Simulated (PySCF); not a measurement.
## How well do the runs reproduce experiment for C4H8?

**The experiment to reproduce.**

From NIST CCCBDB Release 22 (SRD 101), experimental polarizabilities, for the gas: mean polarisability 7.88 Å³.

The results are set against them at the end.

C4H8.
SMILES with atom numbers: `[CH3:1]/[CH:2]=[CH:3]/[CH3:4]` (hydrogens: H5, H6, H7 on C1; H8 on C2; H9 on C3; H10, H11, H12 on C4)

Geometry (PBE0-D3(BJ)/def2-TZVP, Å), atoms numbered from 1 in this order:
```
atom  x, y, z in Å
C1     1.9510    0.0145   -0.0767
C2     0.5050   -0.0147   -0.4353
C3    -0.4979    0.0121    0.4335
C4    -1.9438   -0.0170    0.0750
H5     2.4699   -0.8746   -0.4492
H6     2.0916    0.0615    1.0050
H7     2.4528    0.8791   -0.5230
H8     0.2693   -0.0622   -1.4982
H9    -0.2621    0.0595    1.4964
H10   -2.4629    0.8716    0.4484
H11   -2.0845   -0.0627   -1.0068
H12   -2.4456   -0.8821    0.5202
```

Runs made with PySCF (gas phase, on this PBE0-D3(BJ)/def2-TZVP geometry; no spin–orbit coupling):

```json
{"level": "CAM-B3LYP/aug-cc-pVTZ", "job": "10 singlets by full TDDFT, 4 Tamm–Dancoff triplets, polarisability", "basis functions": "368"}
{"level": "PBE0/aug-cc-pVTZ", "job": "10 singlets by full TDDFT, 4 Tamm–Dancoff triplets, polarisability, dynamic polarisability, density and orbital grids written", "basis functions": "368"}
{"level": "wB97X-D/aug-cc-pVTZ", "job": "10 singlets by full TDDFT, 4 Tamm–Dancoff triplets, polarisability, ΔSCF ions", "basis functions": "368"}
```

**Comparison with experiment**

**Mean polarisability.** Measured: 7.88 Å³ (NIST CCCBDB Release 22 (SRD 101), experimental polarizabilities).

| level | computed (Å³) | computed − measured (Å³) | % (from the printed values) |
| --- | --- | --- | --- |
| CAM-B3LYP/aug-cc-pVTZ | 7.88 | 0.00 | 0 |
| PBE0/aug-cc-pVTZ | 7.93 | +0.05 | +1 |
| wB97X-D/aug-cc-pVTZ | 7.88 | 0.00 | 0 |

The computed values are static and purely electronic, with core orbitals frozen in the response (1 au = 0.148185 Å³). The table of measured values doesn't say here whether a value is static or optical, or holds a vibrational part.

The geometry is computed, not the measured one. Where a level misses, the cause wasn't examined.
